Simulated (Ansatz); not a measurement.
Calculated with Ansatz (gas phase, PBE0-D4/def2-TZVP geometries, no zero-point term in ΔE). CCSD(T)/CBS is the MP2 limit (def2-TZVPP, def2-QZVPP) plus CCSD(T) − MP2 in def2-TZVPP, frozen cores. This one scheme is used for every species. Double bonds are as drawn, so ΔE can hold a change between cis and trans. DFT in def2-TZVPP. B3LYP here is the variant with VWN-RPA as its local correlation; programs differ in this. Each species was taken in one conformer, which may not be the lowest.

`C/C(F)=C/CF` + H₂ → `C/C=C(/C)F` + H–F  (hydrogenolysis of a C–F bond)

```json
{"level": "revPBE-D4", "ΔE (kJ/mol)": "-96.1"}
{"level": "B97M-V", "ΔE (kJ/mol)": "-99.1"}
{"level": "B3LYP-D4", "ΔE (kJ/mol)": "-97.3"}
{"level": "CCSD/def2-SVP", "ΔE (kJ/mol)": "-101.0"}
```

(1) What does CCSD(T)/CBS give? (An estimate is asked.)

Largest T1 diagnostic among the species: 0.011.

Answers

(1) Ansatz gave: -110.2 kJ/mol. The listed levels differ from it by 14.1, 11.1, 12.9, 9.2 kJ/mol.

In def2-TZVPP, CCSD(T) changes the Hartree–Fock value by −3.4 kJ/mol (the triples alone add +2.3 kJ/mol) and MP2 by −9.3 kJ/mol. At CCSD(T), def2-SVP lies +11.7 kJ/mol from the extrapolated value and def2-TZVPP +3.2 kJ/mol. From PBE to PBE0 (25 % exact exchange), in def2-TZVPP and without D4, ΔE moves by −7.3 kJ/mol.
